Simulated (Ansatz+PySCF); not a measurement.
**doublet CF: levels of theory in one basis**

```xyz
2

C     0.0000    0.0000   -0.6377
F     0.0000    0.0000    0.6377
```

Basis set: cc-pVTZ (spherical functions). Left uncorrelated: 2 orbitals. Correlation on ROHF uses semicanonical orbitals with singles. Charge 0, multiplicity 2.

Computed with Ansatz (development build ahead of 0.2.0) and PySCF 2.14.0; each method stands on the lowest determinant of its kind that the runs found.

| method | E − E(ROHF) (eV) | <S²> of the determinant |
| --- | --- | --- |
| ROHF | 0.00 | 0.75 |
| UHF | -0.15 | 0.76 |
| ROHF-MP2 | -9.76 | – |
| UHF-MP2 | -9.73 | 0.76 |
| ROHF-CCSD(T) | -10.48 | – |

Problem. What does UHF-CCSD give on the same scale?

Solution. -10.12 eV.
